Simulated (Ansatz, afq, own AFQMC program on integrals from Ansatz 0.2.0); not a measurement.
## Where AFQMC and coupled cluster stand for BGeH₆, doublet

```yaml
atoms:
  - { symbol: Ge, position_ang: [-0.4462, 0.0000, 0.0000] }
  - { symbol: H, position_ang: [-0.9576, 1.4466, 0.0000] }
  - { symbol: H, position_ang: [-0.9576, -0.7233, 1.2528] }
  - { symbol: H, position_ang: [-0.9576, -0.7233, -1.2528] }
  - { symbol: H, position_ang: [1.0882, 0.0000, 0.0000] }
  - { symbol: B, position_ang: [2.5868, 0.0000, 0.0000] }
  - { symbol: H, position_ang: [3.0959, 0.0000, 1.0770] }
  - { symbol: H, position_ang: [3.0959, 0.0000, -1.0770] }
```

Basis cc-pVDZ. Noble-gas cores (and the filled d shells of Ga–Kr and In–Xe) are frozen. AFQMC by an in-house program on the Cholesky factors that Ansatz 0.2.0 writes for its CCSD(T) run. The CISD trial takes its coefficients from CCSD amplitudes. Released means that phaseless walkers are propagated on without the constraint, phases kept. ± is one standard error of the sampling. No spin–orbit coupling.

Determinant: UHF, the one that the program's search chose, which needn't be the lowest solution. The geometry is a point of a scan.

No full CI on the walks' own integrals is used here; CCSDT(Q) serves as the reference and is uncertain by about the last step of the cluster series.

Cautions: no relativity below Rb; no spin-orbit coupling; inner d shell frozen.

The T1 diagnostic is 0.0119 and the weight of the determinant in the CISD state is 0.873. The ⟨S²⟩ of the determinant is 0.766 and the size of the correlated space is 13 electrons in 56 orbitals.

Reference: CCSDT(Q), correlation energy -6.817 eV. The released energy is read at 2.40 1/Eh (meV from the phaseless value at times in 1/Eh: -3 ± 3 at 0.24, -8 ± 3 at 0.51, -9.0 ± 2.1 at 0.99, -10 ± 3 at 1.62, -11 ± 3 at 2.40).

```tsv
level	E − E(reference) (kJ/mol)	share of correlation (%)
HF	657.8	0.00
MP2	146.0	77.80
CCSD	16.8	97.45
CCSD(T)	3.4	99.49
CCSDT	0.4	99.93
ph-AFQMC/HF	-2.3 ± 2.4	100.35
ph-AFQMC/CISD	0.7 ± 0.3	99.89
released AFQMC	-0.3 ± 0.3	100.05
```

A walk keeps the symmetry of its determinant, which the program's search chose and which needn't be the lowest solution, so a lower state of the same spin and another symmetry isn't excluded. Released energies are given only where the last usable release times agree within the noise; a slower fall can still hide under it.
